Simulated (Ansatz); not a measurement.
Basis sets compared for Al(CO)H3 (CH3AlO). The state is a singlet with charge 0. Geometry PBE0-D4/def2-TZVP. Ansatz on 4 threads of Arm Neoverse V2 on a shared host; times are rough, and most runs start from earlier orbitals.

```xyz
6

Al   -0.034    0.233    0.798
C     0.057   -0.370   -1.263
O     0.101   -0.683   -2.336
H    -0.128    1.793    0.482
H     1.374   -0.397    1.198
H    -1.369   -0.576    1.121
```

B3LYP takes the VWN-RPA correlation.

Binding counts from free atoms (Al doublet, C triplet, O triplet, H doublet) in the same basis, without a counterpoise term.

| level | functions | energy (Eh) | HOMO (eV) | LUMO (eV) | binding per atom (eV) | wall time |
| --- | --- | --- | --- | --- | --- | --- |
| HF/STO-3G | 22 | -351.9579 | -8.50 | 6.15 | 3.16 | 0.05 s |
| HF/6-31G | 37 | -356.2633 | -11.38 | 1.89 | 2.07 | 0.1 s |
| PBE-D4/def2-SVP | 61 | -357.0907 | -7.05 | -3.17 | 3.57 | 0.3 s |
| PBE-D4/def2-TZVP | 117 | -357.3119 | -7.11 | -3.23 | 3.54 | 0.45 s |
| r2SCAN-D4/def2-TZVP | 117 | -357.4911 | -7.41 | -3.09 | 3.49 | 1 s |
| B3LYP-D4/6-31G | 37 | -357.4692 | -8.16 | -2.47 | 3.18 | 0.25 s |
| B3LYP-D4/def2-TZVP | 117 | -357.6167 | -8.14 | -2.47 | 3.48 | 0.5 s |
| PBE0-D4/def2-SVP | 61 | -357.1140 | -8.28 | -2.15 | 3.46 | 0.3 s |
| PBE0-D4/def2-TZVP | 117 | -357.3339 | -8.32 | -2.18 | 3.44 | 0.6 s |

(1) Estimate the rows for PBE-D4/def2-TZVPD, r2SCAN-D4/def2-TZVPD, PBE0-D4/def2-TZVPD.

Answers

(1) 
```csv
level,functions,energy (Eh),HOMO (eV),LUMO (eV),binding per atom (eV),wall time
PBE-D4/def2-TZVPD,147,-357.3125,-7.12,-3.26,3.53,0.75 s
r2SCAN-D4/def2-TZVPD,147,-357.4916,-7.41,-3.09,3.49,1.3 s
PBE0-D4/def2-TZVPD,147,-357.3344,-8.32,-2.20,3.44,0.75 s
```
